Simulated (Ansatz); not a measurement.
## Ansatz (development build ahead of 0.2.0) run

```yaml
crystal:
  periodic: [false, false, false]
  atoms:
    - { symbol: B, position_ang: [0.42733, -0.03458, 0.9735] }
    - { symbol: B, position_ang: [-0.29288, 0.00711, -0.63938] }
    - { symbol: H, position_ang: [-0.39039, 0.91549, 0.20762] }
    - { symbol: H, position_ang: [0.3638, -0.94545, -0.17741] }
    - { symbol: H, position_ang: [-0.25957, -0.48837, 1.82095] }
    - { symbol: H, position_ang: [1.52553, 0.40162, 1.01691] }
    - { symbol: H, position_ang: [-1.27682, -0.23668, -1.38847] }
    - { symbol: H, position_ang: [-0.09493, 0.33658, -1.84315] }
basis:
  gaussian: { orbitals: def2-SVP }
total_charge: 1
magnetization:
  spin_polarized: true
  initial_magnetization: 1
hamiltonian:
  xc: hf
output:
  forces: true
```

The input is written out in the form of the current development build from the run's settings.

The run gave:

* Converged: yes
* Total energy: -52.38989 hartree
* Spin squared of the determinant: 0.758
* Stability test: minimum

Forces (eV/Å):
```
atom      Fx      Fy      Fz
  B1  -0.036   0.002  -0.081
  B2   0.042   0.015   0.014
  H3   0.005   0.012   0.052
  H4   0.020  -0.022   0.045
  H5  -0.028  -0.019   0.036
  H6   0.032   0.011   0.007
  H7  -0.033  -0.013  -0.001
  H8  -0.002   0.014  -0.072
```
